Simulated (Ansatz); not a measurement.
# SiH2Cl (chlorosilyl radical): levels of theory compared

We compute a comparison of 6 runs (U-wB97M-V/STO-3G, UBHLYP/STO-3G, UHSE06/STO-3G, UCCSDT/STO-3G, UCCSD/STO-3G, UCCSD(T)/STO-3G) of SiH2Cl (chlorosilyl radical). 

The calculation is run with Ansatz 0.2.0.

52 further runs of the same task are left out: 52 set aside as unsound or not needed.

### Step 1. The system as given

SiH2Cl has 4 atoms, charge 0, and is taken as a doublet. SMILES: `[SiH2]Cl`. The H4–Si1 distance was set to 3.629 Å, away from the relaxed value. At this shape a bond of the SMILES string is far longer than usual.

Bond lengths: Si1–Cl2 2.022 Å, Si1–H3 1.451 Å. Angles: Cl2–Si1–H3 110.3°.

### Step 2. The energy at U-wB97M-V/STO-3G (run 1)

molecule.yaml reads:

```yaml
crystal:
  periodic: [false, false, false]
  atoms:
    - {symbol: Si, position_ang: [-0.335285, -0.606047, 2.137937]}
    - {symbol: Cl, position_ang: [1.545985, -0.903357, 2.817437]}
    - {symbol: H, position_ang: [-1.116705, -1.822027, 2.269657]}
    - {symbol: H, position_ang: [-0.249110, 0.800200, -1.205980]}
basis:
  gaussian:
    orbitals: STO-3G
magnetization:
  spin_polarized: true
  initial_magnetization: 1
hamiltonian:
  xc: {name: wB97M-V}
accuracy: high
```

Run with:

```sh
$ ansatz run molecule.yaml --threads 1 --pin off --max-ram 2610MiB --events-out events.jsonl --progress --plain --runs-dir runs
```

The program printed:

```text
Warning: RAYON_NUM_THREADS=1 ignored (pool sized by the plan → 1); use --threads N
Functional definition: wB97M-V
  name "wB97M-V"
  parameter omega = 0.3/bohr
  parameter cx = 0.15
  parameter cx01 = 1.007
  parameter cx10 = 0.259
  parameter css00 = 0.443
  parameter css04 = -1.437
  parameter css10 = -4.535
  parameter css20 = -3.390
  parameter css43 = 4.278
  parameter cos00 = 1.000
  parameter cos10 = 1.358
  parameter cos20 = 2.924
  parameter cos21 = -8.812
  parameter cos60 = -1.390
  parameter cos61 = 9.142
  parameter b = 6.0
  parameter c = 0.01
  gx(w, u) = 1 - cx + cx01*u + cx10*w
  gss(w, u) = css00 + css04*u^4 + css10*w + css20*w^2 + css43*w^4*u^3
  gos(w, u) = cos00 + cos10*w + (cos20 + cos21*u)*w^2 + (cos60 + cos61*u)*w^6
  exchange = spin_sum(e_x_unif_sr(omega)*gx(b97_w, b97_u_x)) + cx*exact_x_sr(omega) + exact_x_lr(omega)
  correlation = spin_sum(e_c_pw_mod_same_spin*gss(b97_w, b97_u_same))
      + integral(e_c_pw_mod_opposite_spin*gos(b97_w_opposite, b97_u_opposite)) + vv10(b, c)
336 factors; integrals over basis functions are off by at most 4.3e-9 eV
131 factors; integrals over basis functions are off by at most 5.0e-10 eV
mean field evaluation 1: about -20190.4511 eV, gradient 1.5e1 eV
mean field evaluation 2: about -20187.1982 eV, gradient 1.6e1 eV
mean field evaluation 4: about -20201.5173 eV, gradient 4.2e0 eV
mean field evaluation 8: about -20202.2325 eV, gradient 1.0e-1 eV
mean field evaluation 16: about -20202.2330 eV, gradient 1.5e-3 eV
mean field evaluation 32: about -20202.0626 eV, gradient 1.2e0 eV
mean field -20202.23303086 eV, -742.4183703187 hartree, gradient 1.4e-8 eV, S^2 0.750079; 2 other end points of the search recorded, 0 dependent functions left out
reference -20202.23303343 eV, -742.4183704134 hartree; 17, 16 occupied and 3, 4 virtual orbitals, 336 factors
Total energy: -20202.23303343 eV, -742.4183704134 hartree
```

Run time: 19 s. Hardware: 1 thread of AMD EPYC 7R43 (Zen 3), shared host; peak memory 0.48 GiB.

### Step 3. A single-point energy at UBHLYP/STO-3G (run 2)

run.yaml reads:

```yaml
crystal:
  periodic: [false, false, false]
  atoms:
    - {symbol: Si, position_ang: [-0.335285, -0.606047, 2.137937]}
    - {symbol: Cl, position_ang: [1.545985, -0.903357, 2.817437]}
    - {symbol: H, position_ang: [-1.116705, -1.822027, 2.269657]}
    - {symbol: H, position_ang: [-0.249110, 0.800200, -1.205980]}
basis:
  gaussian:
    orbitals: STO-3G
magnetization:
  spin_polarized: true
  initial_magnetization: 1
hamiltonian:
  xc: {name: BHLYP}
accuracy: high
```

Run with:

```sh
$ ansatz run run.yaml --threads 1 --pin off --max-ram 2610MiB --events-out events.jsonl --progress --plain --runs-dir runs
```

The program printed:

```text
Warning: RAYON_NUM_THREADS=1 ignored (pool sized by the plan → 1); use --threads N
Functional definition: BHLYP
  name "BHLYP"
  parameter a = 0.5
  exchange = (1 - a)*b88_x + a*exact_x
  correlation = lyp_c
336 factors; integrals over basis functions are off by at most 4.3e-9 eV
mean field evaluation 1: about -20189.4720 eV, gradient 1.5e1 eV
mean field evaluation 2: about -20185.0456 eV, gradient 1.8e1 eV
mean field evaluation 4: about -20200.1040 eV, gradient 4.7e0 eV
mean field evaluation 8: about -20201.0442 eV, gradient 2.1e-1 eV
mean field evaluation 16: about -20201.0457 eV, gradient 1.3e-3 eV
mean field evaluation 32: about -20200.1850 eV, gradient 3.7e0 eV
mean field -20201.04574629 eV, -742.3747384155 hartree, gradient 2.6e-8 eV, S^2 0.752706; 2 other end points of the search recorded, 0 dependent functions left out
reference -20201.04576698 eV, -742.3747391758 hartree; 17, 16 occupied and 3, 4 virtual orbitals, 336 factors
Total energy: -20201.04576698 eV, -742.3747391758 hartree
```

It took 2.3 s on 1 thread of AMD EPYC 7R43 (Zen 3), shared host; peak memory 0.14 GiB.

Run 3 isn't shown in full; the table further down has it.

### Step 4. A single-point energy at UCCSDT/STO-3G (run 4)

in.yaml reads:

```yaml
crystal:
  periodic: [false, false, false]
  atoms:
    - symbol: Si
      position_ang: [-0.335285, -0.606047, 2.137937]
    - symbol: Cl
      position_ang: [1.545985, -0.903357, 2.817437]
    - symbol: H
      position_ang: [-1.116705, -1.822027, 2.269657]
    - symbol: H
      position_ang: [-0.249110, 0.800200, -1.205980]
basis:
  gaussian:
    orbitals: STO-3G
magnetization:
  spin_polarized: true
  initial_magnetization: 1
correlation:
  method: ccsdt
  frozen_orbitals: {Cl: 5, H: 0, Si: 5}
accuracy: high
scf:
  omitted_lower_state_checks: [cluster_reference, increment]
```

Run with:

```sh
$ ansatz run in.yaml --threads 1 --pin off --max-ram 2610MiB --events-out events.jsonl --progress --plain --runs-dir runs
```

The program printed:

```text
Warning: RAYON_NUM_THREADS=1 ignored (pool sized by the plan → 1); use --threads N
[... 15 lines left out ...]
10 core orbitals not correlated: weight in the atoms' cores, before any rotation towards them, 1.000 or more for the frozen orbitals, at most 0.000 for the correlated occupied ones
[... 42 lines left out ...]
Total energy: -20170.68851890 eV, -741.2591308859 hartree
Checks for a lower state left out: cluster_reference, increment
```

Run time: 1.1 s. Hardware: 1 thread of AMD EPYC 7R43 (Zen 3), shared host.

Run 5 isn't shown in full; the table further down has it.

### Step 5. The energy at UCCSD(T)/STO-3G (run 6)

run.yaml reads:

```yaml
crystal:
  periodic: [false, false, false]
  atoms:
    - symbol: Si
      position_ang: [-0.335285, -0.606047, 2.137937]
    - symbol: Cl
      position_ang: [1.545985, -0.903357, 2.817437]
    - symbol: H
      position_ang: [-1.116705, -1.822027, 2.269657]
    - symbol: H
      position_ang: [-0.249110, 0.800200, -1.205980]
basis:
  gaussian:
    orbitals: STO-3G
magnetization:
  spin_polarized: true
  initial_magnetization: 1
correlation:
  method: ccsd_t
  frozen_orbitals: {Cl: 5, H: 0, Si: 5}
accuracy: high
scf:
  omitted_lower_state_checks: [cluster_reference, increment]
```

Run with:

```sh
$ ansatz run run.yaml --threads 1 --pin off --max-ram 2610MiB --events-out events.jsonl --progress --plain --runs-dir runs
```

The program printed:

```text
Warning: RAYON_NUM_THREADS=1 ignored (pool sized by the plan → 1); use --threads N
[... 15 lines left out ...]
10 core orbitals not correlated: weight in the atoms' cores, before any rotation towards them, 1.000 or more for the frozen orbitals, at most 0.000 for the correlated occupied ones
[... 34 lines left out ...]
Total energy: -20170.68324018 eV, -741.2589368963 hartree
Checks for a lower state left out: cluster_reference, increment
```

It took 0.58 s on 1 thread of AMD EPYC 7R43 (Zen 3), shared host.

### Step 6. All runs side by side

| run | level | frozen core orbitals | energy (Eh) | ⟨S²⟩ | wall time |
| --- | --- | --- | --- | --- | --- |
| 1 | U-wB97M-V/STO-3G | – | -742.418370 | 0.750 | 19 s |
| 2 | UBHLYP/STO-3G | – | -742.374739 | 0.753 | 2.3 s |
| 3 | UHSE06/STO-3G | – | -742.084360 | 0.751 | 2.6 s |
| 4 | UCCSDT/STO-3G | 10 | -741.259131 | 0.980 | 1.1 s |
| 5 | UCCSD/STO-3G | 10 | -741.257953 | 0.980 | 0.63 s |
| 6 | UCCSD(T)/STO-3G | 10 | -741.258937 | 0.980 | 0.58 s |

### Step 7. What came out

| quantity | value |
| --- | --- |
| run 6: total energy | -741.25894 Eh |
| run 6: correlation energy (10 core orbitals frozen) | -48.6 mEh |
| run 6: (T) correction | -0.98 mEh |
| run 6: ⟨S²⟩ of the reference determinant | 0.980 |
| run 6: T1 diagnostic | 0.060 |

**Reading.** Totals of different functionals can't be ranked against each other. In runs 1, 2, 3, 4, 5, 6 the basis is minimal, so the values are rough. Spin contamination of the reference: run 4 ⟨S²⟩ = 0.98, run 5 ⟨S²⟩ = 0.98, run 6 ⟨S²⟩ = 0.98. All runs together took 26 s, the longest 19 s.
